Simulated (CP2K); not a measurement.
**GFN0-xTB run of C4H5F (SMILES C=C/C=C\F)**

What is the energy difference between two shapes of C4H5F at GFN0-xTB? 

The calculation is run with CP2K 2026.2.

2 further runs of the same task are left out: 1 that didn't finish, 1 set aside as unsound or not needed.

## 1. The system as given

The species is C4H5F (10 atoms), meant as a singlet with charge 0. SMILES: `C=C/C=C\F`. The coordinates come from a GFN2-xTB relaxation. This is one conformer, not always the lowest.

Bond lengths: C1–C2 1.328 Å, C2–C3 1.446 Å, C3–C4 1.329 Å, C4–F5 1.343 Å, C1–H6 1.078 Å, C1–H7 1.076 Å, C2–H8 1.081 Å, C3–H9 1.080 Å, C4–H10 1.080 Å. Some angles: C1–C2–C3 123.3°, C2–C3–C4 124.4°, C3–C4–F5 122.5°, C1–C2–H8 120.7°, C3–C2–H8 116.1°, C2–C1–H6 121.6°, C2–C1–H7 121.9°, C2–C3–H9 117.7°, C4–C3–H9 117.9°, C3–C4–H10 125.8°.

## 2. A single-point energy at GFN0-xTB

Input file gas.inp:

```
&GLOBAL
    PROJECT gas
    RUN_TYPE ENERGY
    PRINT_LEVEL MEDIUM
&END

&FORCE_EVAL
    METHOD QUICKSTEP
    &DFT
        CHARGE 0
        MULTIPLICITY 1
        &QS
            METHOD XTB
            EPS_DEFAULT 1.0E-10
            &XTB
                GFN_TYPE 0
                CHECK_ATOMIC_CHARGES F
            &END
        &END
        &POISSON
            PERIODIC NONE
            POISSON_SOLVER ANALYTIC
        &END
        &SCF
            SCF_GUESS ATOMIC
            EPS_SCF 1.0E-07
            MAX_SCF 150
            ADDED_MOS 2
            &DIAGONALIZATION
                ALGORITHM STANDARD
            &END
            &MIXING
                METHOD DIRECT_P_MIXING
                ALPHA 0.4
            &END
            &SMEAR ON
                METHOD FERMI_DIRAC
                ELECTRONIC_TEMPERATURE [K] 300
            &END
        &END
        &PRINT
            &MOMENTS
                PERIODIC F
                REFERENCE COM
                MAX_MOMENT 1
            &END
            &MO ON
                ENERGIES T
                OCCUPATION_NUMBERS T
                NDIGITS 6
                &EACH
                    QS_SCF 0
                &END
                ADD_LAST NUMERIC
            &END
            &HIRSHFELD OFF
            &END
        &END
    &END
    &SUBSYS
        &CELL
            ABC [angstrom] 21.3 18.6 17.9
            PERIODIC NONE
        &END
        &COORD
            C     -1.816960    -0.209680     0.261110
            C     -0.573580    -0.416470    -0.158510
            C      0.533460     0.447480     0.184550
            C      1.785730     0.260920    -0.219190
            F      2.145500    -0.772150    -0.998720
            H     -2.068190     0.628500     0.890640
            H     -2.623890    -0.868540    -0.006360
            H     -0.338030    -1.262580    -0.789510
            H      0.327500     1.301960     0.811440
            H      2.628470     0.890560     0.024550
        &END
        &TOPOLOGY
            &CENTER_COORDINATES
            &END
        &END
    &END
&END
```

On the command line:

```
$ OMP_NUM_THREADS=1 cp2k.psmp -i gas.inp > gas.out 2>&1
```

The log of the run:

```text
CP2K| version string:                                       CP2K version 2026.2
[...]
 GLOBAL| Method name                                                        CP2K
[...]
 GLOBAL| Run type                                                         ENERGY
[...]
                             - Atoms:                                         10
[...]
                             - Spherical basis functions:                     30
[...]
 Number of electrons:                                                         28
[...]
  Fermi energy:                                                -0.31758044981807
[...]
 TB_DIPOLE| Moment [Debye]          0.82958083       0.96174054       0.46644110
 TB_DIPOLE| Derivative [a.u.]       0.00000000       0.00000000       0.00000000
[...]
 ENERGY| Total FORCE_EVAL ( QS ) energy [hartree]            -15.036294333835968
[...]
```

Wall time 0.22 s (1 thread of Arm Neoverse V2, shared host).

## 3. The distorted shape at the same level

Input file gas.inp:

```
&GLOBAL
  PROJECT_NAME gas
  RUN_TYPE ENERGY
  PRINT_LEVEL MEDIUM
&END GLOBAL

&FORCE_EVAL
  METHOD QUICKSTEP
  &DFT
    ! Quickstep
    &QS
      METHOD XTB
      EPS_DEFAULT 1.0E-10
      &XTB
        GFN_TYPE 0
        CHECK_ATOMIC_CHARGES F
      &END XTB
    &END QS
    &POISSON
      PERIODIC NONE
      POISSON_SOLVER ANALYTIC
    &END POISSON
    ! SCF settings
    &SCF
      SCF_GUESS ATOMIC
      EPS_SCF 1.0E-07
      MAX_SCF 150
      ADDED_MOS 2
      &DIAGONALIZATION
        ALGORITHM STANDARD
      &END DIAGONALIZATION
      &MIXING
        METHOD DIRECT_P_MIXING
        ALPHA 0.4
      &END MIXING
      &SMEAR ON
        METHOD FERMI_DIRAC
        ELECTRONIC_TEMPERATURE [K] 300
      &END SMEAR
    &END SCF
    ! extra output
    &PRINT
      &MOMENTS
        PERIODIC F
        REFERENCE COM
        MAX_MOMENT 1
      &END MOMENTS
      &MO ON
        ENERGIES T
        OCCUPATION_NUMBERS T
        NDIGITS 6
        &EACH
          QS_SCF 0
        &END EACH
        ADD_LAST NUMERIC
      &END MO
      &HIRSHFELD OFF
      &END HIRSHFELD
    &END PRINT
  &END DFT
  ! atoms, cell and kinds
  &SUBSYS
    &CELL
      ABC 21.3 18.6 17.8
      PERIODIC NONE
    &END CELL
    &COORD
      C     -1.896724    -0.245840     0.314078
      C     -0.695285    -0.571166    -0.139564
      C      0.400474     0.550978     0.145257
      C      1.655049     0.099748    -0.231301
      F      2.194546    -0.759679    -0.883750
      H     -2.130314     0.584205     0.920636
      H     -2.703997    -0.857847    -0.160464
      H     -0.370586    -1.234455    -0.776987
      H      0.339600     1.400186     0.897780
      H      2.623858     0.837370     0.047296
    &END COORD
    &TOPOLOGY
      &CENTER_COORDINATES
      &END CENTER_COORDINATES
    &END TOPOLOGY
  &END SUBSYS
&END FORCE_EVAL
```

On the command line:

```
$ OMP_NUM_THREADS=1 cp2k.psmp -i gas.inp > gas.out 2>&1
```

The log of the run:

```text
CP2K| version string:                                       CP2K version 2026.2
[...]
 GLOBAL| Method name                                                        CP2K
[...]
 GLOBAL| Run type                                                         ENERGY
[...]
                             - Atoms:                                         10
[...]
                             - Spherical basis functions:                     30
[...]
 Number of electrons:                                                         28
[...]
  Fermi energy:                                                -0.30819210011447
[...]
 TB_DIPOLE| Moment [Debye]          1.62195667      -1.21003933      -0.86334198
 TB_DIPOLE| Derivative [a.u.]       0.00000000       0.00000000       0.00000000
[...]
 ENERGY| Total FORCE_EVAL ( QS ) energy [hartree]            -14.966026275349186
[...]
```

Wall time 0.24 s (1 thread of Arm Neoverse V2, shared host).

## 4. Outcome

At GFN0-xTB:

| quantity | value |
| --- | --- |
| first shape: total energy | -15.03629 Eh |
| first shape: dipole moment (from atomic charges alone) | 1.35 D |
| first shape: HOMO energy | -11.04 eV |
| first shape: LUMO energy | -7.75 eV |
| first shape: HOMO–LUMO gap | 3.29 eV |
| first shape: dispersion energy | -5.75 kJ/mol |
| distorted shape: total energy | -14.96603 Eh |
| distorted shape: dipole moment (from atomic charges alone) | 2.20 D |
| distorted shape: HOMO energy | -10.84 eV |
| distorted shape: LUMO energy | -7.49 eV |
| distorted shape: HOMO–LUMO gap | 3.35 eV |
| distorted shape: dispersion energy | -5.73 kJ/mol |
| energy change with the atoms displaced | 1.912 eV |

**Reading.** With the atoms displaced the energy rises by 1.91 eV (184 kJ/mol). The first shape isn't relaxed at this level, so the change isn't measured from a minimum. The dipole (first shape) comes from point charges on the atoms alone, without atomic dipoles, so it is partial. The dipole (distorted shape) comes from point charges on the atoms alone, without atomic dipoles, so it is partial.
